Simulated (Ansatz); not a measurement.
Born–Oppenheimer molecular dynamics of BFH2O (5 atoms, charge 0, multiplicity 1). It starts at the highest image of a converged band. Of that band: Neighbouring images differ by up to 2.0 eV, so the band resolves the path poorly. A vibrational analysis at the climbing image gives one clearly imaginary mode, 1211i cm⁻¹: a first-order saddle point.

The calculation used Ansatz, RKS PBE-D4/def2-SVP.

```yaml
ensemble: NVE (velocity Verlet)
time_step: 0.5 fs
steps_asked: 200
starting_velocities_drawn_for: 300 K
seed: 10439
```

First frame:

```xyz
5
Properties=species:S:1:pos:R:3
B 0.136 0.053 -0.440
O 0.639 0.260 1.103
H 0.218 -0.380 1.738
H 1.369 -0.206 0.374
F -1.177 -0.008 -0.443
```

Question: What does the run give?

Answer: The run went to its last step.

```yaml
steps_done: 200
time_covered: 100 fs
mean_temperature_over_the_second_half: 919 K
spread_of_the_potential_energy_over_the_second_half: 8.4 meV per atom
mean_potential_energy_of_the_second_half_above_the_start: -48.0 meV per atom
```

The conserved energy stayed within 0.22 meV per atom of its start (net change 0.12 meV per atom), so the integration is sound. The system heated up, since it started high on the potential surface and ran downhill. A run of 0.1 ps of so small a system gives no equilibrium averages. The orbitals stay closed-shell, which can raise the energy where a bond breaks towards radicals; this wasn't checked here.

Question: What happens to the structure?

Answer: The step under study would form O2–H4 and break B1–O2, B1–H4. These pairs go: O2–H4 1.13 → 1.02 Å, B1–O2 1.64 → 4.13 Å, B1–H4 1.50 → 3.73 Å. In the last frame they stand as after the step (other bonds may differ from the relaxed reactants and products). It ends as BF + H2O. Pairs count as bonded within 1.25 times the sum of covalent radii (0.12 Å more for H–H). This is one draw of velocities; another would differ in detail.

Question: How do temperature and energy run in time?

Answer: 
| time (fs) | T (K) | potential energy less start (eV) | conserved less start (meV/atom) |
| --- | --- | --- | --- |
| 0.0 | 300 | 0.000 | 0.00 |
| 3.0 | 214 | 0.034 | 0.11 |
| 6.0 | 296 | 0.002 | 0.05 |
| 9.0 | 408 | -0.041 | 0.07 |
| 12.0 | 663 | -0.141 | 0.05 |
| 15.0 | 887 | -0.227 | 0.13 |
| 18.0 | 1132 | -0.323 | -0.07 |
| 21.0 | 1152 | -0.330 | 0.06 |
| 24.0 | 1193 | -0.346 | 0.13 |
| 27.0 | 1221 | -0.357 | -0.08 |
| 30.0 | 1130 | -0.322 | 0.08 |
| 33.0 | 1123 | -0.318 | 0.15 |
| 36.0 | 1179 | -0.341 | -0.10 |
| 39.0 | 1079 | -0.302 | 0.07 |
| 42.0 | 1050 | -0.290 | 0.18 |
| 45.0 | 1130 | -0.322 | -0.09 |
| 48.0 | 1043 | -0.288 | 0.05 |
| 51.0 | 982 | -0.263 | 0.20 |
| 54.0 | 1069 | -0.298 | -0.07 |
| 57.0 | 1026 | -0.282 | 0.03 |
| 60.0 | 973 | -0.260 | 0.20 |
| 63.0 | 1041 | -0.288 | -0.05 |
| 66.0 | 996 | -0.270 | 0.01 |
| 69.0 | 936 | -0.245 | 0.20 |
| 72.0 | 991 | -0.268 | -0.04 |
| 75.0 | 940 | -0.248 | 0.00 |
| 78.0 | 870 | -0.220 | 0.20 |
| 81.0 | 927 | -0.243 | -0.02 |
| 84.0 | 888 | -0.228 | -0.01 |
| 87.0 | 793 | -0.190 | 0.18 |
| 90.0 | 817 | -0.200 | 0.00 |
| 93.0 | 797 | -0.193 | -0.01 |
| 96.0 | 720 | -0.162 | 0.17 |
| 99.0 | 735 | -0.168 | 0.02 |

Run time: 70 s on 1 thread of Intel(R) Xeon(R) Platinum 8559C (Emerald Rapids), with other jobs on the host, peak memory 0.1 GiB.
